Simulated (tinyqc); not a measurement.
Inside a calculation. Method: G0W0 on RHF in the sto-3g basis, for H2F+, spin multiplicity 1. One step of it, computed by the program tinyqc.

Question. G0W0 on Hartree-Fock: HOMO. W(p,q,m) = sqrt2 sum_ia (pq|ia) (X+Y)_ia,m; Sigma_c(x) = sum_(i,m) W^2/(x - e_i + w_m) + sum_(a,m) W^2/(x - e_a - w_m); solve x = e_p + Sigma_c(x) by Newton steps; Z = 1/(1 - dSigma/dx); 1 hartree = 27.211386 eV.

orbital energies (hartree): MO1 -26.588997, MO2 -2.004074, MO3 -1.126139, MO4 -1.033943, MO5 -1.009612, MO6 -0.070414, MO7 0.083744

Two-electron integrals over orbitals (pq|rs), unique and non-zero (hartree):
```
(11|11) 5.362976    (21|11) -0.506434   (21|21) 0.075837    (22|11) 1.207391
(22|21) -0.019936   (22|22) 0.859194    (31|11) 0.022371    (31|21) -0.002881
(31|22) 0.002372    (31|31) 0.017523    (32|11) -0.015179   (32|21) 0.001385
(32|22) 0.002366    (32|31) 0.025658    (32|32) 0.154802    (33|11) 0.979871
(33|21) -0.008374   (33|22) 0.750804    (33|31) -0.000921   (33|32) -0.004634
(33|33) 0.723657    (41|11) 0.122558    (41|21) -0.015873   (41|22) 0.012438
(41|31) 0.001108    (41|32) 0.000106    (41|33) 0.004600    (41|41) 0.027378
(42|11) -0.093722   (42|21) 0.007371    (42|22) -0.004262   (42|31) 0.000079
(42|32) 0.001425    (42|33) -0.007669   (42|41) 0.030011    (42|42) 0.160474
(43|11) 0.016677    (43|21) -0.000647   (43|22) 0.007130    (43|31) -0.003381
(43|32) 0.006749    (43|33) 0.008215    (43|41) -0.001527   (43|42) -0.009087
(43|43) 0.048974    (44|11) 1.142910    (44|21) -0.013880   (44|22) 0.810243
(44|31) 0.000170    (44|32) -0.010789   (44|33) 0.702045    (44|41) -0.009815
(44|42) -0.084955   (44|43) 0.008933    (44|44) 0.869991    (51|51) 0.029583
(52|51) 0.039264    (52|52) 0.182774    (53|51) -0.001624   (53|52) -0.005891
(53|53) 0.037985    (54|51) -0.008882   (54|52) -0.032570   (54|53) 0.002003
(54|54) 0.052676    (55|11) 1.264016    (55|21) -0.014302   (55|22) 0.882049
(55|31) 0.000645    (55|32) -0.008023   (55|33) 0.740474    (55|41) 0.003505
(55|42) -0.051700   (55|43) 0.009649    (55|44) 0.825732    (55|55) 0.997514
(61|11) 0.190600    (61|21) -0.029996   (61|22) 0.004143    (61|31) 0.003566
(61|32) 0.003119    (61|33) 0.001919    (61|41) -0.006298   (61|42) -0.018934
(61|43) 0.000554    (61|44) 0.012052    (61|55) 0.005338    (61|61) 0.018866
(62|11) -0.262337   (62|21) 0.006777    (62|22) -0.134139   (62|31) 0.002129
(62|32) 0.013571    (62|33) -0.084635   (62|41) -0.017297   (62|42) -0.045550
(62|43) -0.003771   (62|44) -0.090978   (62|55) -0.138358   (62|61) 0.005858
(62|62) 0.071194    (63|11) 0.075797    (63|21) -0.001582   (63|22) 0.040507
(63|31) -0.003815   (63|32) 0.020405    (63|33) 0.035617    (63|41) 0.000180
(63|42) -0.010693   (63|43) 0.018351    (63|44) 0.030821    (63|55) 0.043218
(63|61) 0.000182    (63|62) -0.015185   (63|63) 0.068327    (64|11) -0.284912
(64|21) 0.003920    (64|22) -0.152621   (64|31) -0.001585   (64|32) -0.009898
(64|33) -0.091684   (64|41) -0.004982   (64|42) 0.014752    (64|43) -0.006604
(64|44) -0.157448   (64|55) -0.158525   (64|61) 0.000341    (64|62) 0.057271
(64|63) -0.030255   (64|64) 0.085578    (65|51) -0.012391   (65|52) -0.048174
(65|53) 0.005758    (65|54) -0.009836   (65|65) 0.024119    (66|11) 0.678225
(66|21) -0.005407   (66|22) 0.556868    (66|31) -0.002403   (66|32) -0.032084
(66|33) 0.540355    (66|41) 0.014612    (66|42) 0.064518    (66|43) -0.023480
(66|44) 0.532908    (66|55) 0.535853    (66|61) -0.005360   (66|62) -0.048599
(66|63) -0.032002   (66|64) -0.016517   (66|66) 0.565634    (71|11) 0.053045
(71|21) -0.008570   (71|22) 0.000476    (71|31) -0.016100   (71|32) -0.023456
(71|33) 0.002044    (71|41) 0.000238    (71|42) -0.002494   (71|43) 0.003430
(71|44) 0.002410    (71|55) 0.001442    (71|61) 0.001670    (71|62) -0.002225
(71|63) 0.003509    (71|64) 0.001133    (71|66) 0.002478    (71|71) 0.016527
(72|11) -0.075344   (72|21) 0.001781    (72|22) -0.038777   (72|31) -0.017502
(72|32) -0.066214   (72|33) -0.016867   (72|41) -0.002479   (72|42) -0.002252
(72|43) 0.021025    (72|44) -0.030627   (72|55) -0.038863   (72|61) -0.002233
(72|62) 0.006411    (72|63) 0.021378    (72|64) 0.015598    (72|66) -0.015205
(72|71) 0.015734    (72|72) 0.058769    (73|11) -0.418969   (73|21) 0.008097
(73|22) -0.208754   (73|31) -0.000107   (73|32) 0.018284    (73|33) -0.161189
(73|41) 0.001065    (73|42) 0.055159    (73|43) -0.000667   (73|44) -0.195931
(73|55) -0.230088   (73|61) -0.004662   (73|62) 0.063279    (73|63) -0.011497
(73|64) 0.087028    (73|66) -0.027555   (73|71) -0.001293   (73|72) 0.022714
(73|73) 0.162126    (74|11) -0.023810   (74|21) 0.000203    (74|22) -0.011106
(74|31) 0.006882    (74|32) 0.052277    (74|33) -0.006503   (74|41) -0.002213
(74|42) -0.007309   (74|43) -0.006740   (74|44) -0.014068   (74|55) -0.012357
(74|61) 0.002129    (74|62) 0.010618    (74|63) 0.038959    (74|64) -0.004131
(74|66) -0.029865   (74|71) -0.006459   (74|72) -0.008679   (74|73) 0.018845
(74|74) 0.047119    (75|51) -0.003407   (75|52) -0.013255   (75|53) -0.024714
(75|54) 0.000457    (75|65) 0.001863    (75|75) 0.020287    (76|11) -0.006158
(76|21) 0.000268    (76|22) 0.002914    (76|31) 0.008405    (76|32) 0.080933
(76|33) -0.000203   (76|41) 0.002158    (76|42) 0.006681    (76|43) 0.045218
(76|44) -0.010807   (76|55) -0.002237   (76|61) 0.000078    (76|62) -0.003519
(76|63) 0.071389    (76|64) -0.020958   (76|66) -0.060443   (76|71) -0.008040
(76|72) 0.004798    (76|73) 0.027475    (76|74) 0.051961    (76|76) 0.132543
(77|11) 0.778884    (77|21) -0.007376   (77|22) 0.604353    (77|31) 0.004996
(77|32) 0.041263    (77|33) 0.603841    (77|41) 0.003486    (77|42) 0.007907
(77|43) 0.019813    (77|44) 0.575607    (77|55) 0.590225    (77|61) 0.002520
(77|62) -0.041829   (77|63) 0.046876    (77|64) -0.041735   (77|66) 0.502138
(77|71) -0.003702   (77|72) -0.010543   (77|73) -0.054532   (77|74) 0.024512
(77|76) 0.056928    (77|77) 0.594076
```

excitation energies w (hartree): 0.986162  1.043770  1.119483  1.133283  1.273429  1.506405  2.096845  2.208697  26.556214  26.705854

X + Y:
```
             1          2          3         4          5          6          7          8
1>6   0.000000  -0.000188   0.000277  0.000000  -0.000218   0.000760  -0.000787   0.000234
1>7   0.000000  -0.000365  -0.000796  0.000000   0.000436   0.000269   0.000771  -0.002223
2>6   0.000000  -0.064357   0.046639  0.000000   0.022222  -0.254238   0.921248   0.149424
2>7   0.000000  -0.031830  -0.048803  0.000000  -0.014057  -0.061578  -0.174934   0.954899
3>6   0.000000   0.331041   0.662118  0.000000   0.589901  -0.056065  -0.029520   0.019773
3>7   0.000000  -0.276945   0.179581  0.000000   0.051556   0.831460   0.139102   0.061489
4>6   0.000000   0.870514  -0.212867  0.000000  -0.160763   0.222238   0.077306   0.030053
4>7   0.000000  -0.044373  -0.670357  0.000000   0.690264   0.057456   0.018946  -0.006383
5>6   0.975611   0.000000   0.000000  0.022056   0.000000   0.000000   0.000000   0.000000
5>7  -0.025511   0.000000   0.000000  0.981938   0.000000   0.000000   0.000000   0.000000

             9         10
1>6   0.999043   0.022208
1>7  -0.022335   0.999131
2>6   0.000065  -0.000023
2>7  -0.000031   0.000185
3>6   0.000001   0.000021
3>7  -0.000032  -0.000009
4>6   0.000002   0.000006
4>7   0.000014  -0.000040
5>6   0.000000   0.000000
5>7   0.000000   0.000000
```

Give: The 12 largest terms at x = e_p; Newton steps; quasiparticle energy of the HOMO; Hartree-Fock value.

Answer.

The 12 largest terms at x = e_p (hartree; W for the signs of X + Y given):

| q | m | W | term |
|---|---|---|---|
| 5 | 6 | -0.2717 | 0.0490 |
| 5 | 7 | -0.2354 | 0.0264 |
| 5 | 8 | -0.1071 | 0.0052 |
| 5 | 2 | -0.0697 | 0.0047 |
| 2 | 1 | -0.0660 | 0.0022 |
| 5 | 5 | 0.0397 | 0.0012 |
| 5 | 3 | 0.0350 | 0.0011 |
| 3 | 4 | -0.0341 | 0.0009 |
| 6 | 1 | 0.0332 | -0.0006 |
| 7 | 4 | 0.0282 | -3.58e-04 |
| 2 | 4 | -0.0199 | 1.86e-04 |
| 4 | 1 | -0.0136 | 1.83e-04 |

Newton steps (hartree):

| step | x | Sigma_c(x) | Z |
|---|---|---|---|
| 0 | -1.0096 | 0.0902 | 0.9465 |
| 1 | -0.9242 | 0.0857 | 0.9516 |
| 2 | -0.9240 | 0.0857 | 0.9516 |
| 3 | -0.9240 | 0.0857 | 0.9516 |

quasiparticle energy of the HOMO = -25.1422 eV

Hartree-Fock value = -27.4729 eV
